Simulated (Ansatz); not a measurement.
**LiMgF (SMILES [Li][Mg][F]): single points off equilibrium**

The task here is to estimate one member of a computed series from the others.

Method: single points in def2-TZVPP; program: Ansatz 0.2.0, Gaussian basis.

Correlated methods freeze the cores. The outer core shell of Li, Na, Mg and K is correlated.

### Where the work starts

SMILES `[Li][Mg][F]`, 3 atoms, charge 0, spin multiplicity 1.

Atoms are counted from 1 here; the program's logs count them from 0.

Bond lengths: Li1–Mg2 2.456 Å, Mg2–F3 1.865 Å. Angles: Li1–Mg2–F3 175.4°.

As a file:

```xyz
3
FLiMg
Li   -1.8729    0.8391   -0.9323
Mg    0.1560   -0.1094    0.0748
F     1.7393   -0.6890    0.8723
```

Set-up of the first run:

Contents of run/in.yaml:

```yaml
crystal:
  periodic: [false, false, false]
  atoms:
    - {symbol: Li, position_ang: [-1.872937, 0.839107, -0.932267]}
    - {symbol: Mg, position_ang: [0.155961, -0.109400, 0.074767]}
    - {symbol: F, position_ang: [1.739267, -0.688967, 0.872256]}
basis:
  gaussian: {orbitals: def2-TZVPP}
hamiltonian: {xc: pbe, dispersion: d4}
output: {forces: true}
```

Launch:

```sh
ansatz run in.yaml --threads 2 --pin off --events-out ev --progress --plain --max-ram 3481MiB
```

Among the steps run: PBE-D4/def2-TZVPP; r2SCAN-D4/def2-TZVPP; PBE0-D4/def2-TZVPP; wB97M-V/def2-TZVPP; CCSD(T)/def2-TZVPP.

One table of the session follows, with a row left open; its other results are not shown here.

```
   method  RMS force component (eV/Å)  angle to CCSD(T) forces (°)  dipole (D)
   PBE-D4                       0.760                          5.1        8.07
r2SCAN-D4                       0.919                          1.9        8.28
  PBE0-D4                           ?                            ?           ?
  wB97M-V                       0.788                          1.9        8.30
  CCSD(T)                       0.886                    reference        8.36
```

Estimate the missing values for PBE0-D4.

The run gave: RMS force component (eV/Å): 0.898; angle to CCSD(T) forces (°): 1.0; dipole (D): 8.28. In the column «RMS force component (eV/Å)» it lies between CCSD(T) (0.886) and r2SCAN-D4 (0.919).
